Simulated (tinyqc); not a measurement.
Worked calculation: UHF in the sto-6g basis, for OH+, spin multiplicity 3. This run ends on a higher stationary point, not on the lowest solution. One step of it, computed by the program tinyqc.

Question. Iteration 2: diagonalisation and new density. Diagonalise F' = X^T F X, C = X C', fill 5 alpha and 3 beta electrons from the bottom; D(s) = C_occ C_occ^T. Each column has its largest component positive (the first on a tie).

extrapolated F(alpha) (hartree):
```
             1O 1s      1O 2s     1O 2px     1O 2py     1O 2pz      2H 1s
1O 1s   -23.055156  -5.358729   0.000000   0.000000  -0.001657  -0.163345
1O 2s    -5.358729  -3.542790   0.000000   0.000000  -0.011786  -0.257351
1O 2px    0.000000   0.000000  -1.616867   0.009362   0.000000   0.000000
1O 2py    0.000000   0.000000   0.009362  -1.658404   0.000000   0.000000
1O 2pz   -0.001657  -0.011786   0.000000   0.000000  -1.713035  -0.185013
2H 1s    -0.163345  -0.257351   0.000000   0.000000  -0.185013  -0.390074
```

extrapolated F(beta) (hartree):
```
             1O 1s      1O 2s     1O 2px     1O 2py     1O 2pz      2H 1s
1O 1s   -22.986884  -5.294314   0.000000   0.000000  -0.000556  -0.159920
1O 2s    -5.294314  -2.881148   0.000000   0.000000   0.015809  -0.210609
1O 2px    0.000000   0.000000  -1.437752  -0.072819   0.000000   0.000000
1O 2py    0.000000   0.000000  -0.072819  -1.114687   0.000000   0.000000
1O 2pz   -0.000556   0.015809   0.000000   0.000000  -0.718888  -0.128344
2H 1s    -0.159920  -0.210609   0.000000   0.000000  -0.128344  -0.381527
```

X:
```
            1O 1s      1O 2s    1O 2px    1O 2py     1O 2pz      2H 1s
1O 1s    1.020935  -0.120180  0.000000  0.000000  -0.000580   0.006017
1O 2s   -0.120180   1.025310  0.000000  0.000000   0.004486  -0.054604
1O 2px   0.000000   0.000000  1.000000  0.000000   0.000000   0.000000
1O 2py   0.000000   0.000000  0.000000  1.000000   0.000000   0.000000
1O 2pz  -0.000580   0.004486  0.000000  0.000000   1.004514  -0.055195
2H 1s    0.006017  -0.054604  0.000000  0.000000  -0.055195   1.008815
```

Give: F' = X^T F X; orbital energies; coefficients C; F' = X^T F X; orbital energies; coefficients C; D(alpha) after iteration 2; D(beta) after iteration 2.

Answer.

F' = X^T F X (alpha) (hartree):
```
         1       2       3       4       5       6
1  -22.768  -2.415   0.000   0.000  -0.002  -0.001
2   -2.415  -2.711   0.000   0.000  -0.009  -0.079
3    0.000   0.000  -1.617   0.009   0.000   0.000
4    0.000   0.000   0.009  -1.658   0.000   0.000
5   -0.002  -0.009   0.000   0.000  -1.709  -0.072
6   -0.001  -0.079   0.000   0.000  -0.072  -0.363
```

orbital energies (alpha) (hartree): MO1 -23.055, MO2 -2.428, MO3 -1.713, MO4 -1.660, MO5 -1.615, MO6 -0.356

coefficients C (alpha):
```
          MO1     MO2     MO3     MO4    MO5     MO6
1O 1s   1.000  -0.239   0.004   0.000  0.000   0.015
1O 2s   0.002   1.029  -0.017   0.000  0.000  -0.094
1O 2px  0.000   0.000   0.000  -0.210  0.978   0.000
1O 2py  0.000   0.000   0.000   0.978  0.210   0.000
1O 2pz  0.000   0.018   1.000   0.000  0.000  -0.108
2H 1s   0.000  -0.017  -0.002   0.000  0.000   1.012
```

F' = X^T F X (beta) (hartree):
```
         1       2       3       4       5       6
1  -22.704  -2.437   0.000   0.000  -0.005  -0.002
2   -2.437  -2.036   0.000   0.000   0.021  -0.069
3    0.000   0.000  -1.438  -0.073   0.000   0.000
4    0.000   0.000  -0.073  -1.115   0.000   0.000
5   -0.005   0.021   0.000   0.000  -0.712  -0.071
6   -0.002  -0.069   0.000   0.000  -0.071  -0.361
```

orbital energies (beta) (hartree): MO1 -22.987, MO2 -1.756, MO3 -1.453, MO4 -1.099, MO5 -0.726, MO6 -0.343

coefficients C (beta):
```
           MO1     MO2    MO3     MO4     MO5     MO6
1O 1s    1.000  -0.237  0.000   0.000  -0.001   0.018
1O 2s   -0.001   1.028  0.000   0.000   0.002  -0.107
1O 2px   0.000   0.000  0.978  -0.210   0.000   0.000
1O 2py   0.000   0.000  0.210   0.978   0.000   0.000
1O 2pz   0.000  -0.015  0.000   0.000   0.975  -0.247
2H 1s    0.000  -0.005  0.000   0.000   0.140   1.002
```

D(alpha) after iteration 2:
```
         1O 1s   1O 2s  1O 2px  1O 2py  1O 2pz   2H 1s
1O 1s    1.057  -0.245   0.000   0.000   0.000   0.004
1O 2s   -0.245   1.060   0.000   0.000   0.002  -0.017
1O 2px   0.000   0.000   1.000   0.000   0.000   0.000
1O 2py   0.000   0.000   0.000   1.000   0.000   0.000
1O 2pz   0.000   0.002   0.000   0.000   1.000  -0.002
2H 1s    0.004  -0.017   0.000   0.000  -0.002   0.000
```

D(beta) after iteration 2:
```
         1O 1s   1O 2s  1O 2px  1O 2py  1O 2pz   2H 1s
1O 1s    1.056  -0.244   0.000   0.000   0.004   0.001
1O 2s   -0.244   1.057   0.000   0.000  -0.016  -0.006
1O 2px   0.000   0.000   0.956   0.205   0.000   0.000
1O 2py   0.000   0.000   0.205   0.044   0.000   0.000
1O 2pz   0.004  -0.016   0.000   0.000   0.000   0.000
2H 1s    0.001  -0.006   0.000   0.000   0.000   0.000
```
